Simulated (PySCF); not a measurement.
Stretching MgCl⁺

Set-up: PySCF, no relativity, basis sets Mg 6-311G(d,p), Cl 6-311G(d,p). Energies in eV from Mg⁺ + Cl in their ground configurations at the same level. State: ¹Σ⁺ (singlet), closed shell.

Curves on a restricted Hartree–Fock reference rise too fast on stretching and do not dissociate correctly.

```
R (Å)  B2PLYP    PBE0  RHF-SCS-MP2
1.832  -1.766  -1.892       -1.658
1.917  -2.364  -2.476       -2.271
2.002  -2.695  -2.797       -2.613
2.066  -2.815  -2.910       -2.736
2.130  -2.851  -2.941       -2.773
2.194  -2.823  -2.908       -2.744
2.279  -2.712  -2.792       -2.627
2.386  -2.493  -2.567       -2.396
2.513  -2.163  -2.229       -2.047
2.684  -1.680  -1.735       -1.535
```

Task: Put a parabola through the three lowest points of the B2PLYP curve and estimate Re, k and ωe (reduced mass 14.23 u; 1 eV/Å² = 0.16022 mdyn/Å; ωe = 1302.8·√(k/μ) cm⁻¹).

Result: Through R = 2.066, 2.13, 2.194 Å the second-order coefficient is 7.81 eV/Å², so Re ≈ 2.134 Å, k ≈ 2.50 mdyn/Å and ωe ≈ 546 cm⁻¹. A polynomial fit of higher order to the unrounded B2PLYP energies gives Re = 2.131 Å, k = 2.49 mdyn/Å, ωe = 545 cm⁻¹; anharmonicity and rounding make the difference.

The higher-order fit for each curve: B2PLYP: Re = 2.131 Å, ωe = 545 cm⁻¹, De = 2.85 eV; PBE0: Re = 2.126 Å, ωe = 548 cm⁻¹, De = 2.94 eV; RHF-SCS-MP2: Re = 2.131 Å, ωe = 557 cm⁻¹, De = 2.77 eV.

Correlated steps freeze 6 core orbitals. For an ion De counts to the pair picked by the measured ionisation energies or electron affinities, which need not be the lowest pair at this level. Where the molecule has an RHF reference, its open-shell atoms are computed with UHF. B2PLYP dipoles, levels and charges come from its SCF part alone.
